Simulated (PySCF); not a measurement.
Species: C₅H₉N.
SMILES with atom numbers: `[CH2:1]=[N:2][CH2:3][CH:4]1[CH2:5][CH2:6]1` (hydrogens: H7, H8 on C1; H9, H10 on C3; H11 on C4; H12, H13 on C5; H14, H15 on C6)

Geometry (GFN2-xTB, Å), atoms numbered from 1 in this order:
```xyz
15
C5H9N angstrom
C      2.4824   -0.7321   -0.1583
N      1.8212    0.2588    0.2172
C      0.6288    0.6449   -0.4786
C     -0.5449    0.5637    0.4750
C     -1.9415    0.5081   -0.0614
C     -1.3334   -0.7057    0.5750
H      3.3672   -1.0053    0.3979
H      2.2325   -1.3524   -1.0286
H      0.7651    1.6864   -0.7910
H      0.4386    0.0256   -1.3713
H     -0.3790    1.1194    1.3885
H     -2.0758    0.5055   -1.1326
H     -2.7173    1.0372    0.4707
H     -1.0572   -1.5282   -0.0680
H     -1.6910   -1.0178    1.5439
```

Computed, not measured: PBE0/def2-SVPD in PySCF (dipole) on a GFN2-xTB geometry, gas phase.

Take the most abundant isotopes and a rigid rotor. The values belong to one conformer with, in the numbering `[CH2:1]=[N:2][CH2:3][CH:4]1[CH2:5][CH2:6]1`, C1–N2–C3–C4 119°, N2–C3–C4–C5 -162°.

Q: Give the principal moments of inertia and the rotational constants in MHz.

A: Ia = 51.85, Ib = 245.09, Ic = 265.86 u·Å²; 505379 MHz·u·Å²/I gives A = 9746, B = 2062, C = 1901 MHz.

Q: Classify the top.

A: A near-prolate asymmetric top; Ray's κ = -0.959.

Q: Is it planar, by Δ = Ic − Ia − Ib?

A: Not planar: Δ = Ic − Ia − Ib = -31.08 u·Å². For a rigid frame Δ = −2 Σ m c², so Σ m c² = 15.54 u·Å² lies off the ab plane: 8.89 from hydrogen and 6.66 from heavier atoms. The atom farthest from that plane is 1.50 Å away.

Q: Give the other two planar moments, Paa and Pbb, and the rms extents of the mass along the axes.

A: Paa = Σ m a² = (Ib + Ic − Ia)/2 = 229.55 and Pbb = Σ m b² = (Ia + Ic − Ib)/2 = 36.31 u·Å². With the mass M = 83.07 u, the rms extents √(P/M) along a, b and c are 1.66, 0.66, 0.43 Å.

Q: Where do the levels up to J = 2 lie, in MHz?

A: Above 0(0,0):
J = 1: 1(0,1) 3963, 1(1,1) 11647, 1(1,0) 11808
J = 2: 2(0,2) 11886, 2(1,2) 19412, 2(1,1) 19895, 2(2,1) 42947, 2(2,0) 42950
The levels of one J sum to (2J + 1)J(J + 1)(A + B + C)/3.

Q: Predict some low-J microwave lines.

A: The dipole components are |μa| = 0.23 D, |μb| = 0.43 D, |μc| = 1.21 D. Intensities carry the squares of the components, which stand as 0.03 : 0.13 : 1.00 (a : b : c). Some of the stronger lines:

| type | branch | J(Ka,Kc) | MHz | lower level (cm⁻¹) |
| --- | --- | --- | --- | --- |
| c | Q | 4(1,4) ← 4(0,4) | 6990 | 1.321 |
| b | Q | 2(1,1) ← 2(0,2) | 8009 | 0.396 |
| b | Q | 4(2,3) ← 4(1,4) | 24104 | 1.554 |
| b | R | 2(2,1) ← 1(1,0) | 31139 | 0.394 |
| c | R | 2(2,1) ← 1(1,1) | 31300 | 0.389 |
| b | Q | 4(3,1) ← 4(2,2) | 38794 | 2.359 |
| b | R | 4(3,1) ← 3(2,2) | 54682 | 1.829 |
| c | R | 5(3,3) ← 4(2,3) | 58655 | 2.358 |
| b | Q | 5(5,0) ← 5(4,1) | 69877 | 6.127 |
| b | Q | 5(5,1) ← 5(4,2) | 69877 | 6.127 |
| c | R | 5(5,0) ← 4(4,0) | 89697 | 5.466 |

Not checked by GFN2-xTB frequencies. Constants of a rigid frame at the computed geometry: no zero-point averaging, no centrifugal distortion. Quadrupole hyperfine structure (14N) is left out.
